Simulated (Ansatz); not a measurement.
# C3H4F+: single points off equilibrium

Aim: energy, forces and dipole at a frame of a short trajectory, from CCSD(T) and from density functionals.

Computed with Ansatz 0.2.0, Gaussian basis. Level: single points in def2-TZVPP.

Cores are frozen in the correlated methods.

### 1 Where the work starts

8 atoms, charge 1, spin multiplicity 1.

Atoms are counted from 1 here; the program's logs count them from 0.

Bond lengths: C1–C2 1.410 Å, C1–H5 1.096 Å, C1–H6 1.096 Å, C2–C3 1.351 Å, C2–F4 1.339 Å, C3–H7 1.023 Å, C3–H8 1.144 Å. Angles: C2–C1–H5 106.3°, C2–C1–H6 128.0°, H5–C1–H6 125.6°, C1–C2–C3 117.8°, C1–C2–F4 113.0°, C3–C2–F4 129.1°, C2–C3–H7 130.0°, C2–C3–H8 114.1°, H7–C3–H8 114.9°.

Coordinates:

```xyz
8

C    -0.77028    0.75587    0.46133
C    -0.24029   -0.34861   -0.23625
C     1.10306   -0.48259   -0.27811
F    -1.18597   -1.16383   -0.72043
H    -1.85901    0.63154    0.45153
H    -0.23041    1.61598    0.87359
H     1.67618   -1.28789   -0.54257
H     1.67364    0.36859    0.23059
```

### 2 PBE-D4/def2-TZVPP

File run/in.yaml:

```yaml
crystal:
  periodic: [false, false, false]
  atoms:
    - {symbol: C, position_ang: [-0.770280, 0.755866, 0.461335]}
    - {symbol: C, position_ang: [-0.240287, -0.348607, -0.236255]}
    - {symbol: C, position_ang: [1.103062, -0.482592, -0.278107]}
    - {symbol: F, position_ang: [-1.185970, -1.163834, -0.720429]}
    - {symbol: H, position_ang: [-1.859009, 0.631539, 0.451529]}
    - {symbol: H, position_ang: [-0.230410, 1.615979, 0.873593]}
    - {symbol: H, position_ang: [1.676182, -1.287888, -0.542573]}
    - {symbol: H, position_ang: [1.673637, 0.368591, 0.230592]}
basis:
  gaussian: {orbitals: def2-TZVPP}
total_charge: 1
hamiltonian: {xc: pbe, dispersion: d4}
output: {forces: true}
```

Run with:

```
$ ansatz run in.yaml --threads 2 --pin off --events-out ev --progress --plain --max-ram 3481MiB
```

### 3 r2SCAN-D4/def2-TZVPP

run/in.yaml: that of step 2 with these lines changed.

```diff
@@ -14,3 +14,3 @@
 total_charge: 1
-hamiltonian: {xc: pbe, dispersion: d4}
+hamiltonian: {xc: r2scan, dispersion: d4}
 output: {forces: true}
```

### 4 PBE0-D4/def2-TZVPP

run/in.yaml: that of step 3 with these lines changed.

```diff
@@ -14,3 +14,3 @@
 total_charge: 1
-hamiltonian: {xc: r2scan, dispersion: d4}
-output: {forces: true}
+hamiltonian: {xc: pbe0, dispersion: d4}
+output: {forces: true, orbitals: {seedname: orbitals}}
```

### 5 wB97M-V/def2-TZVPP

run/in.yaml: that of step 4 with these lines changed.

```diff
@@ -14,3 +14,3 @@
 total_charge: 1
-hamiltonian: {xc: pbe0, dispersion: d4}
-output: {forces: true, orbitals: {seedname: orbitals}}
+hamiltonian: {xc: {name: wB97M-V}}
+output: {forces: true}
```

### 6 CCSD(T)/def2-TZVPP

run/in.yaml: that of step 5 with these lines changed.

```diff
@@ -14,3 +14,3 @@
 total_charge: 1
-hamiltonian: {xc: {name: wB97M-V}}
+correlation: {method: ccsd_t}
 output: {forces: true}
```

(Steps that only read results are left out.)

**Question.** What will these runs give? Wanted: energy less free atoms, CCSD(T)/def2-TZVPP; RMS force component; RMS force error; HOMO and LUMO, PBE0-D4; T1 diagnostic.

**Answer**, as computed:

```
                                  quantity                                                             value
energy less free atoms, CCSD(T)/def2-TZVPP                                                        -23.914 eV
                       RMS force component                              1.169 to 1.234 eV/Å over the methods
                           RMS force error  PBE-D4 0.167, r2SCAN-D4 0.127, PBE0-D4 0.168, wB97M-V 0.217 eV/Å
                    HOMO and LUMO, PBE0-D4                                              -15.54 and -10.72 eV
                             T1 diagnostic                                                             0.017
```

**Reading.** Against CCSD(T) the functionals' energies less atoms differ by -2.113 to -0.995 eV, PBE-D4 by -2.113 eV. A larger basis would deepen the CCSD(T) value, while the functionals are nearly converged already, so the order here is not reliable. For forces r2SCAN-D4 does best and wB97M-V worst. Frozen-core CCSD(T) forces in triple zeta carry basis errors of their own, and this is one geometry, so small gaps rank nothing. The restricted Hartree–Fock reference is unstable towards an unrestricted one at one or more of these structures.
